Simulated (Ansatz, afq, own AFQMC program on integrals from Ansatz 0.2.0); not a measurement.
AlH, singlet in cc-pVTZ, levels against full CI

```json
{"atom": "Al", "x (Å)": "0.0000", "y (Å)": "0.0000", "z (Å)": "0.0000"}
{"atom": "H", "x (Å)": "0.0000", "y (Å)": "0.0000", "z (Å)": "1.4830"}
```

Basis cc-pVTZ. Only valence electrons are correlated. AFQMC by an in-house program on the Cholesky factors that Ansatz 0.2.0 writes for its CCSD(T) run. The CISD trial takes its coefficients from CCSD amplitudes. Released means that phaseless walkers are propagated on without the constraint, phases kept. Free projection: walkers drawn from exp(T), propagated without any constraint. Its projection time is finite, and what remains of the start isn't in its error. Error bars are statistical, one sigma.

Determinant: UHF, the one that the program's search chose, which needn't be the lowest solution. The geometry is a point of a scan.

Full CI on the same integrals is exact in this basis and with this determinant's frozen core.

Cautions: an unrestricted solution with more broken spin lies lower (29 meV, ⟨S²⟩ 0.24), while this determinant keeps restricted orbitals.

* T1 diagnostic: 0.0130
* weight of the determinant in the CISD state: 0.915
* ⟨S²⟩ of the determinant: 0.000
* size of the correlated space: 4 electrons in 43 orbitals

Reference: full CI, correlation energy -2.291 eV. The released energy is read at 2.40 1/Eh (meV from the phaseless value at times in 1/Eh: 0.2 ± 1.3 at 0.24, -0.7 ± 0.9 at 0.51, -1.4 ± 0.9 at 0.99, -0.8 ± 0.9 at 1.62, -1.9 ± 0.9 at 2.40).

```tsv
level	E − E(reference) (kcal/mol)	share of correlation (%)
HF	52.84	0.00
MP2	13.76	73.96
CCSD	1.10	97.91
CCSD(T)	0.25	99.52
CCSDT	0.04	99.93
CCSDT(Q)	0.01	99.99
ph-AFQMC/HF	-0.66 ± 0.37	101.25
ph-AFQMC/CISD	0.05 ± 0.03	99.90
released AFQMC	0.01 ± 0.02	99.98
free AFQMC	0.00 ± 0.02	100.00
```

CCSDT and higher add their correlation energy to the determinant of the CCSD(T) run, since their own runs factorise the integrals more tightly (a shift of under 2 meV). Free projections are given only where their last times agree within the noise and don't stop above the reference; a slow remainder of the start can still hide under it. A walk keeps the symmetry of its determinant, which the program's search chose and which needn't be the lowest solution, so a lower state of the same spin and another symmetry isn't excluded. Released energies are given only where the last usable release times agree within the noise; a slower fall can still hide under it.
